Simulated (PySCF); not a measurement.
Several orderings of computed values.

Each SMILES stands for a single optimised conformer of the isolated species, non-relativistic unless stated; the electronic structure was computed with PySCF and density fitting.

The conformers computed, where there is a choice (atom-mapped SMILES and torsion angles):
- `[NH2:1][NH:2][GeH3:3]`: H–N1–N2–Ge3 -78°, H–N1–N2–Ge3 42°
- `[CH2:1]=[N:2]/[CH:3]=[CH:4]/[C:5]#[N:6]`: C1–N2–C3–C4 180°
- `[CH2:1]=[CH:2]/[N:3]=[CH:4]\[C:5]#[N:6]`: C1–C2–N3–C4 180°

**Question.** Rank by smallest rotational constant, lowest first (PBE0-D3(BJ)/def2-SVP).
A. `c1cnccn1` [SMILES of the parent framework; charge -1 and doublet state]
B. `C=C/N=C\C#N`
C. `C=N/C=C/C#N`
D. `C[C@H]1N=C1C#N`
E. `N[NH][GeH3]`
F. `[H]/N=C\C#C/C=N/[H]`

**Answer.** F (1.292 GHz), C (1.437 GHz), B (1.777 GHz), D (1.944 GHz), A (3.010 GHz), E (3.578 GHz).

**Question.** By how much do the two ends of that ranking differ?

**Answer.** By 2.286 GHz, between `N[NH][GeH3]` and `[H]/N=C\C#C/C=N/[H]`.

**Question.** Rank by dipole moment, lowest first (PBE0-D3(BJ)/def2-SVP).
A. `N[NH][GeH3]`
B. `C=N/C=C/C#N`
C. `C[C@H]1N=C1C#N`
D. `N(=C/C#N)/C=C`

**Answer.** A (0.79 D), D (2.23 D), C (3.08 D), B (4.38 D).
